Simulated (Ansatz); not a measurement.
**Al₂H₂ (singlet): wave-function methods side by side at scale of all distances = 1.287, 6-31G**

Aim: climb from Hartree-Fock through coupled cluster and multireference methods for Al₂H₂ (singlet) at one geometry and basis, and see what each rung misses.

Method: 6-31G, core rule «outside noble gas», up to 10 orbitals frozen; program: Ansatz 0.2.0, Gaussian basis.

The runs, in order: UHF; CCSD(T) on RHF; CCSD(T) on UHF; BCCD(T) on RHF; CISD; CCSDT(Q) on RHF; CCSDT(Q) on UHF; CISDTQ; CCSDTQ on RHF; CASSCF and MRCISD+Q, 2 electrons in 2 orbitals; CASSCF and NEVPT2, 2 electrons in 2 orbitals; CASSCF and MRCISD+Q, 8 electrons in 10 orbitals; CASSCF and NEVPT2, 8 electrons in 10 orbitals; Full CI.

8 further runs of the same task are left out: 6 that didn't finish, 2 set aside as unsound or not needed.

## (1) The system

The geometry derives from a PBE0/def2-TZVP stationary point (not a proven minimum). All distances are scaled together.

4 atoms, charge 0, spin multiplicity 1.

Atoms are counted from 1 here; the program's logs count them from 0.

No contacts short enough for the rule that draws bonds.

## (2) UHF

File in.yaml:

```yaml
crystal:
  periodic: [false, false, false]
  atoms:
    - {symbol: Al, position_ang: [0.000000, -0.197560, 1.683897]}
    - {symbol: Al, position_ang: [0.000000, 0.197560, -1.683897]}
    - {symbol: H, position_ang: [0.000000, 1.472197, 2.937598]}
    - {symbol: H, position_ang: [0.000000, -1.472197, -2.937598]}
basis:
  gaussian: {orbitals: 6-31G}
magnetization: {spin_polarized: true, initial_magnetization: 0}
hamiltonian: {xc: hf}
output: {orbitals: {seedname: orbitals}}
```

Run with:

```console
> ansatz run in.yaml --threads 1 --pin off --events-out ev --progress --plain --max-ram 2393MiB
```

Further steps of the session: CCSD(T) on RHF; CCSD(T) on UHF; BCCD(T) on RHF; CISD; CCSDT(Q) on RHF; CCSDT(Q) on UHF; CISDTQ; CCSDTQ on RHF; CASSCF and MRCISD+Q, 2 electrons in 2 orbitals; CASSCF and NEVPT2, 2 electrons in 2 orbitals; CASSCF and MRCISD+Q, 8 electrons in 10 orbitals; CASSCF and NEVPT2, 8 electrons in 10 orbitals; Full CI.

**Question.** What will the summary of the whole plan be? Wanted: FCI below the RHF energy; RMP2 from FCI; RCCSD from FCI; RCCSD(T) from FCI; RCCSDT(Q) from FCI; NEVPT2 pair from FCI; MRCISD+Q pair from FCI; NEVPT2 valence from FCI; T1 diagnostic.

As calculated:

| quantity | value |
| --- | --- |
| FCI below the RHF energy | -3.0068 eV |
| RMP2 from FCI | +1153.4 meV |
| RCCSD from FCI | +72.3 meV |
| RCCSD(T) from FCI | +27.4 meV |
| RCCSDT(Q) from FCI | +1.6 meV |
| NEVPT2 pair from FCI | +955.7 meV |
| MRCISD+Q pair from FCI | -56.8 meV |
| NEVPT2 valence from FCI | +159.3 meV |
| levels within 1 kcal/mol (43 meV) | RCCSD(T), BCCD(T), RCCSDT, CISDTQ, RCCSDT(Q), RCCSDTQ, MRCISD valence, MRCISD+Q valence |
| T1 diagnostic | 0.024 |
| effectively unpaired electrons | 0.21 |

What this shows: RCCSD(T) lands +27.4 meV from the yardstick (0.9 % of the correlation energy). MRCISD+Q pair falls below full CI: the +Q correction isn't variational, and the cores differ from full CI's. The occupations show some static correlation. Of the multireference levels listed MRCISD+Q valence comes nearest in total energy (+13.0 meV), which doesn't show that its space is the better one. These misses are within one basis, not against nature.
